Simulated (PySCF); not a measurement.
allene (C3H4), SMILES C=C=C. Coordinates come from a B3LYP-D3(BJ)/def2-TZVP optimisation.

TDDFT-PBE/def2-SVPD (PySCF) puts the lowest singlet excitations at 5.86, 6.06, 6.89, 6.89, 7.12, 7.73 eV.

### Question
What are the lowest excitation roots from ADC(2)/aug-cc-pVDZ in PySCF? (Estimate from the structure and the level; the computed values follow.)

### Answer
6.29, 6.66, 6.87, 6.87, 7.54, 7.67 eV. S1 differs by 0.43 eV (second minus first; roots are paired by order, and the bases may differ).
